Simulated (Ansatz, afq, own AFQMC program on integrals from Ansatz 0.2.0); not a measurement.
**CHF, singlet in def2-TZVP, levels against CCSDT(Q)**

```yaml
atoms:
  - { symbol: C, position_ang: [-0.1260, -0.4787, -0.1172] }
  - { symbol: F, position_ang: [0.8863, 0.0518, 0.4909] }
  - { symbol: H, position_ang: [-0.7603, 0.4269, -0.3736] }
```

Connectivity, by distances: CH–F.

Basis def2-TZVP. Only valence electrons are correlated. Ansatz 0.2.0 and our own AFQMC program on the same integrals; the CISD trial comes from CCSD amplitudes, and released means the phaseless constraint is let go. Free AFQMC starts from the CCSD state and is never constrained. Its projection time is finite, and what remains of the start isn't in its error. ± is one standard error of the sampling.

Determinant: RHF, the one that the program's search chose, which needn't be the lowest solution. The geometry is a PBE0/def2-SVP stationary point of this or a neighbouring charge and spin state.

No full CI on the walks' own integrals is used here; CCSDT(Q) serves as the reference and is uncertain by about the last step of the cluster series.

Cautions: higher spins were not checked; restricted determinant unstable towards unrestricted (UHF 220 meV lower, ⟨S²⟩ 0.51).

The T1 diagnostic is 0.0176. The weight of the determinant in the CISD state is 0.890 and the size of the correlated space is 12 electrons in 66 orbitals.

**Question.** Estimate: order these by the size of their error in total energy against CCSDT(Q), smallest first.
A. free-projection AFQMC
B. phaseless AFQMC with the Hartree–Fock trial
C. CCSD(T)
D. CCSD

**Answer.** A (0.7 ± 1.0 kJ/mol), C (3.5 kJ/mol), B (11.0 ± 2.7 kJ/mol), D (39.0 kJ/mol).

Reference: CCSDT(Q), correlation energy -11.279 eV.

Free projections are given only where their last times agree within the noise and don't stop above the reference; a slow remainder of the start can still hide under it. A walk keeps the symmetry of its determinant, which the program's search chose and which needn't be the lowest solution, so a lower state of the same spin and another symmetry isn't excluded.
